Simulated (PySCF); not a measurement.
O₂S, SMILES O=S=O (connectivity only; charge and spin as stated), charge -1, multiplicity 2. Atoms are numbered in the order given.

```xyz
3

O      0.0000    -1.2707    -0.4118
S      0.0000     0.0000     0.4118
O      0.0000     1.2707    -0.4118
```
Charge -1, spin multiplicity 2.

The structure is a stationary point at r2SCAN-D4/def2-TZVPD. The multiplicity is an assumed one; other spin states were not compared.

Calculation: B3LYP/def2-TZVPD run with PySCF.

Mulliken values depend strongly on the basis, most of all with diffuse functions as here. ESP charges are fitted to the potential on shells at 1.4 to 2.0 van der Waals radii. Atomic charges (e):

```json
[
 {"atom": "O1", "meta-Löwdin": "-0.89", "ESP fit": "-0.45", "Mulliken spin": "0.19"},
 {"atom": "S2", "meta-Löwdin": "0.78", "ESP fit": "-0.09", "Mulliken spin": "0.62"},
 {"atom": "O3", "meta-Löwdin": "-0.89", "ESP fit": "-0.45", "Mulliken spin": "0.19"}
]
```
